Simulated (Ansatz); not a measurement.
# SiH2O2 (SMILES O[Si]O) at BCCD(T)/aug-cc-pVDZ

Aim: the energy change on altering one bond length of SiH2O2 at BCCD(T)/aug-cc-pVDZ, from 2 runs. 

The calculation is run with Ansatz 0.2.0.

64 further runs of the same task are left out: 64 set aside as unsound or not needed.

**1. The molecule**

SiH2O2 has 5 atoms, charge 0, and is taken as a singlet. As SMILES, `O[Si]O`. Geometry: relaxed at PBE0-D4/def2-TZVP. This is one conformer, not always the lowest.

Bond lengths: O1–Si2 1.642 Å, Si2–O3 1.663 Å, O1–H4 0.964 Å, O3–H5 0.960 Å. Angles: O1–Si2–O3 99.4°, Si2–O1–H4 117.5°, Si2–O3–H5 116.1°.

**2. The energy at BCCD(T)/aug-cc-pVDZ**

File molecule.yaml:

```yaml
crystal:
  periodic: [false, false, false]
  atoms:
    - symbol: O
      position_ang: [-1.443200, -0.105600, -0.275000]
    - symbol: Si
      position_ang: [-0.212000, -0.791300, 0.567700]
    - symbol: O
      position_ang: [1.036000, 0.187500, 0.068600]
    - symbol: H
      position_ang: [-1.231900, 0.648900, -0.836100]
    - symbol: H
      position_ang: [1.901100, -0.013100, 0.433400]
basis:
  gaussian:
    orbitals: aug-cc-pVDZ
magnetization:
  spin_polarized: false
  initial_magnetization: 0
correlation:
  method: bccd_t
  frozen_orbitals: {H: 0, O: 1, Si: 5}
accuracy: high
scf:
  omitted_lower_state_checks: [cluster_reference, increment]
```

Command:

```
$ ansatz run molecule.yaml --threads 1 --pin off --max-ram 3480MiB --events-out events.jsonl --progress --plain --runs-dir runs
```

The program printed:

```text
Warning: RAYON_NUM_THREADS=1 ignored (pool sized by the plan → 1); use --threads N
Functional definition: HF
  name "HF"
  exchange = exact_x
  correlation = 0
these checks for a lower state are left out or cut short: cluster_reference, increment
1788 factors; integrals over basis functions are off by at most 3.4e-9 eV
mean field evaluation 1: about -11966.0727 eV, gradient 4.9e1 eV
mean field evaluation 2: about -11966.0775 eV, gradient 4.9e1 eV
mean field evaluation 4: about -11970.5041 eV, gradient 2.6e0 eV
mean field evaluation 8: about -11970.5392 eV, gradient 2.5e-4 eV
mean field -11970.53919218 eV, -439.9092013897 hartree, gradient 2.4e-8 eV, S^2 0.000000; 0 other end points of the search recorded, 0 dependent functions left out
7 core orbitals not correlated: weight in the atoms' cores, before any rotation towards them, 1.000 or more for the frozen orbitals, at most 0.000 for the correlated occupied ones
reference -11970.53919218 eV, -439.9092013897 hartree; 9, 9 occupied and 75, 75 virtual orbitals, 1788 factors
second order -13.39918384 eV of doubles, -0.00000000 eV of singles
cycle   1  -13.40217051 eV  change   -3.0e-3 eV  update   1.0e-1
cycle   2  -13.73653653 eV  change   -3.3e-1 eV  update   3.6e-2
cycle   3  -13.84522538 eV  change   -1.1e-1 eV  update   2.0e-2
cycle   4  -13.83114318 eV  change    1.4e-2 eV  update   4.7e-3
cycle   5  -13.82675099 eV  change    4.4e-3 eV  update   1.6e-3
cycle   6  -13.82706279 eV  change   -3.1e-4 eV  update   5.5e-4
cycle   7  -13.82682212 eV  change    2.4e-4 eV  update   2.2e-4
cycle   8  -13.82660502 eV  change    2.2e-4 eV  update   7.3e-5
cycle   9  -13.82658855 eV  change    1.6e-5 eV  update   2.5e-5
cycle  10  -13.82659964 eV  change   -1.1e-5 eV  update   8.8e-6
cycle  11  -13.82659591 eV  change    3.7e-6 eV  update   3.2e-6
cycle  12  -13.82659894 eV  change   -3.0e-6 eV  update   1.4e-6
cycle  13  -13.82659874 eV  change    2.0e-7 eV  update   5.1e-7
cycle  14  -13.82659872 eV  change    1.8e-8 eV  update   2.0e-7
cycle  15  -13.82659878 eV  change   -6.4e-8 eV  update   8.8e-8
cycle  16  -13.82659882 eV  change   -4.1e-8 eV  update   4.0e-8
cycle  17  -13.82659884 eV  change   -1.7e-8 eV  update   2.6e-8
cycle  18  -13.82659884 eV  change    4.0e-9 eV  update   1.4e-7
cycle  19  -13.82659893 eV  change   -9.2e-8 eV  update   4.5e-8
cycle  20  -13.82659895 eV  change   -1.8e-8 eV  update   1.7e-8
cycle  21  -13.82659895 eV  change   -4.0e-9 eV  update   6.5e-9
cycle  22  -13.82659895 eV  change   -2.5e-9 eV  update   2.7e-9
cycle  23  -13.82659895 eV  change   8.0e-12 eV  update   1.2e-9
perturbative correction -0.47564635 eV, -0.0174796809 hartree
Total energy: -11984.84143748 eV, -440.4347992101 hartree
Checks for a lower state left out: cluster_reference, increment
```

Run time: 19 s. Hardware: 1 thread of Arm Neoverse V2, shared host; peak memory 0.69 GiB.

**3. The distorted shape**

File in.yaml:

```yaml
crystal:
  periodic: [false, false, false]
  atoms:
    - {symbol: O, position_ang: [-1.875757, -0.005298, -0.457403]}
    - {symbol: Si, position_ang: [-0.644557, -0.690998, 0.385297]}
    - {symbol: O, position_ang: [0.603443, 0.287802, -0.113803]}
    - {symbol: H, position_ang: [-1.664457, 0.749202, -1.018503]}
    - {symbol: H, position_ang: [1.901100, -0.013100, 0.433400]}
basis:
  gaussian:
    orbitals: aug-cc-pVDZ
correlation:
  method: bccd_t
  frozen_orbitals: {H: 0, O: 1, Si: 5}
accuracy: high
scf:
  omitted_lower_state_checks: [cluster_reference, increment]
```

Command:

```
$ ansatz run in.yaml --threads 1 --pin off --max-ram 3480MiB --events-out events.jsonl --progress --plain --runs-dir runs
```

The program printed:

```text
Warning: RAYON_NUM_THREADS=1 ignored (pool sized by the plan → 1); use --threads N
Functional definition: HF
  name "HF"
  exchange = exact_x
  correlation = 0
these checks for a lower state are left out or cut short: cluster_reference, increment
1807 factors; integrals over basis functions are off by at most 3.2e-9 eV
mean field evaluation 1: about -11962.2205 eV, gradient 5.1e1 eV
mean field evaluation 2: about -11962.2255 eV, gradient 5.1e1 eV
mean field evaluation 4: about -11967.5205 eV, gradient 4.0e0 eV
mean field evaluation 8: about -11967.6018 eV, gradient 5.2e-1 eV
mean field -11967.60546408 eV, -439.8013888705 hartree, gradient 2.0e-8 eV, S^2 0.000000; 0 other end points of the search recorded, 0 dependent functions left out; unrestricted orbitals would lower it
7 core orbitals not correlated: weight in the atoms' cores, before any rotation towards them, 1.000 or more for the frozen orbitals, at most 0.000 for the correlated occupied ones
reference -11967.60546408 eV, -439.8013888705 hartree; 9, 9 occupied and 75, 75 virtual orbitals, 1807 factors
second order -14.02670430 eV of doubles, -0.00000000 eV of singles
cycle   1  -13.82740599 eV  change    2.0e-1 eV  update   1.2e-1
cycle   2  -14.25599670 eV  change   -4.3e-1 eV  update   4.7e-2
cycle   3  -14.40547841 eV  change   -1.5e-1 eV  update   2.6e-2
cycle   4  -14.39852717 eV  change    7.0e-3 eV  update   7.6e-3
cycle   5  -14.39184180 eV  change    6.7e-3 eV  update   2.6e-3
cycle   6  -14.39329720 eV  change   -1.5e-3 eV  update   1.1e-3
cycle   7  -14.39350125 eV  change   -2.0e-4 eV  update   4.3e-4
cycle   8  -14.39312541 eV  change    3.8e-4 eV  update   1.6e-4
cycle   9  -14.39299198 eV  change    1.3e-4 eV  update   7.2e-5
cycle  10  -14.39303787 eV  change   -4.6e-5 eV  update   3.0e-5
cycle  11  -14.39299631 eV  change    4.2e-5 eV  update   1.2e-5
cycle  12  -14.39299987 eV  change   -3.6e-6 eV  update   5.5e-6
cycle  13  -14.39300222 eV  change   -2.3e-6 eV  update   2.3e-6
cycle  14  -14.39300132 eV  change    9.0e-7 eV  update   1.1e-6
cycle  15  -14.39300186 eV  change   -5.4e-7 eV  update   3.4e-7
cycle  16  -14.39300217 eV  change   -3.1e-7 eV  update   1.5e-7
cycle  17  -14.39300218 eV  change   -1.8e-8 eV  update   7.1e-8
cycle  18  -14.39300224 eV  change   -5.9e-8 eV  update   4.4e-8
cycle  19  -14.39300204 eV  change    2.0e-7 eV  update   1.4e-7
cycle  20  -14.39300218 eV  change   -1.4e-7 eV  update   4.4e-8
cycle  21  -14.39300217 eV  change    1.8e-8 eV  update   2.0e-8
cycle  22  -14.39300217 eV  change  -3.7e-10 eV  update   8.7e-9
cycle  23  -14.39300217 eV  change   -1.4e-9 eV  update   3.9e-9
cycle  24  -14.39300217 eV  change    2.8e-9 eV  update   2.1e-9
cycle  25  -14.39300216 eV  change   9.2e-10 eV  update   1.1e-9
perturbative correction -0.57312259 eV, -0.0210618666 hartree
Total energy: -11982.57158883 eV, -440.3513838107 hartree
Checks for a lower state left out: cluster_reference, increment
```

Wall time 19 s (1 thread of Arm Neoverse V2, shared host); peak memory 0.69 GiB.

**4. Summary of results**

Level: BCCD(T)/aug-cc-pVDZ, 7 core orbitals frozen.

```
                                                         quantity          value
                                        first shape: total energy  -440.43480 Eh
         first shape: correlation energy (7 core orbitals frozen)     -525.6 mEh
                                      first shape: (T) correction     -17.48 mEh
                                    distorted shape: total energy  -440.35138 Eh
     distorted shape: correlation energy (7 core orbitals frozen)     -550.0 mEh
                                  distorted shape: (T) correction     -21.06 mEh
energy change with the O3–H5 bond stretched from 0.960 to 1.440 Å       2.270 eV
```

**Reading.** With the O3–H5 bond stretched from 0.960 to 1.440 Å the energy rises by 2.27 eV (219 kJ/mol). The first shape isn't relaxed at this level, so the change isn't measured from a minimum. A restricted reference can't describe the breaking bond well at this length. The triples (first shape) make up 3.3 % of the correlation energy. The restricted solution (distorted shape) is unstable to spin breaking: an unrestricted one lies lower. The triples (distorted shape) make up 3.8 % of the correlation energy.
